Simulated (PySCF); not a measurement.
Species: 2-methyl-2-oxazoline, C4H7NO.
Numbering: `[CH3:1][C:2]1=[N:3][CH2:4][CH2:5][O:6]1` (hydrogens: H7, H8, H9 on C1; H10, H11 on C4; H12, H13 on C5)

Cartesian coordinates in Å at the PBE0-D3(BJ)/def2-TZVP level; atoms count from 1:
```
atom  x, y, z in Å
C1     2.1328    0.0356   -0.2115
C2     0.6613    0.1117   -0.0717
N3    -0.0457    1.1598   -0.1018
C4    -1.4284    0.7409    0.0928
C5    -1.3630   -0.7937    0.1838
O6     0.0410   -1.0817    0.1085
H7     2.5694   -0.4277    0.6759
H8     2.3966   -0.5871   -1.0691
H9     2.5392    1.0352   -0.3429
H10   -2.0456    1.0852   -0.7406
H11   -1.8275    1.1984    1.0024
H12   -1.7459   -1.1955    1.1232
H13   -1.8603   -1.2986   -0.6471
```

All values: wB97X-D/pcSseg-2 (PySCF, non-relativistic), on one gas-phase PBE0-D3(BJ)/def2-TZVP geometry that isn't relaxed in the solvent. The solvent is an IEF-PCM continuum (Bondi radii, 1.10 Å for H, scaled by 1.2). Only the electrostatic response of the medium enters.

Gas phase at wB97X-D/pcSseg-2: HOMO -8.93 eV, LUMO 2.33 eV, dipole 1.39 D.

Problem. What does the continuum do to the energy, the frontier levels and the dipole at wB97X-D/pcSseg-2 in chloroform?

Solution. 
```json
{"solvent": "chloroform", "ε": "4.711", "E(solvent) − E(gas) (kcal/mol)": "-4.13", "polarisation term (kcal/mol)": "-4.61", "distortion of the solute (kcal/mol)": "0.48", "HOMO (eV)": "-8.99", "LUMO (eV)": "2.46", "dipole (D)": "1.79"}
```

The polarisation term is half the interaction of the solute with the surface charges that it induces; the rest is the cost of distorting the solute's density. The sum is the electrostatic part of solvation alone.

Problem. Which radius a makes the point-dipole formula ΔE = −[(ε − 1)/(2ε + 1)]·μ²/a³ give the value in chloroform, with the gas-phase dipole?

Solution. μ = 0.546 au and |ΔE| = 0.00658 Eh give a = 1.34 Å; the farthest nucleus lies 2.76 Å from the centroid of the nuclei, so such a sphere wouldn't even hold the nuclei. The formula assumes a rigid point dipole at the centre of a sphere.

Problem. Give the dipole vector in the frame of the coordinates (D, pointing from negative to positive charge), gas and chloroform.

Solution. Gas (-0.70, -1.19, 0.17), solvent (-0.88, -1.54, 0.21). Its length changes by +29 % and its direction by less than 1°.

Time: 57 s; peak memory 1.4 GiB. Hardware: Arm Neoverse V1, one thread, shared host with 64 logical CPUs at a one-minute load of 70. This is the whole shielding run at wB97X-D/pcSseg-2 in chloroform, SCF included.

The pairwise dispersion term of wB97X-D wasn't added to the energies; at a given geometry it leaves orbitals and properties as they are.
